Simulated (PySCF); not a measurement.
**Frontier levels across methods**

C₄H₅FO.
Z-matrix (Å and degrees, PBE0-D3(BJ)/def2-SVP geometry), rows numbered from 1:
```
O 
C   1  1.1866
F   2  1.3400  1  120.71
C   2  1.4743  1  127.71  3  -179.79
C   4  1.5136  2  116.68  1    34.46
C   5  1.4807  4   60.69  2  -106.46
H   4  1.0911  2  115.51  1  -179.10
H   5  1.0923  4  116.41  6  -110.12
H   5  1.0927  4  116.16  6   108.72
H   6  1.0923  4  116.62  5   110.23
H   6  1.0928  4  115.83  5  -108.68
```

Basis pcSseg-2 throughout (PySCF), one geometry. The structure is a single PBE0-D3(BJ)/def2-SVP conformer in the gas phase; no vibrational or solvent corrections.

Task: How do the orbital energies, the gap and the dipole change with the method?

Result: 
| method | kind | HOMO (eV) | LUMO (eV) | gap (eV) | μ (D) | SCF cycles |
| --- | --- | --- | --- | --- | --- | --- |
| BLYP | GGA | -7.13 | -1.43 | 5.70 | 3.28 | 16 |
| OPBE | GGA | -7.14 | -1.39 | 5.75 | 3.19 | 16 |
| PBE | GGA | -7.22 | -1.53 | 5.69 | 3.25 | 16 |
| BP86 | GGA | -7.32 | -1.61 | 5.71 | 3.26 | 15 |
| LDA | LDA | -7.45 | -1.83 | 5.63 | 3.33 | 15 |
| HF | Hartree–Fock | -12.13 | 2.51 | 14.64 | 3.68 | 11 |

The HOMO spans 5.00 eV, from BLYP down to HF, and the gap runs from 5.63 eV (LDA) to 14.64 eV (HF). The dipole ranges from 3.19 D (OPBE) to 3.68 D (HF). This basis has no diffuse functions.
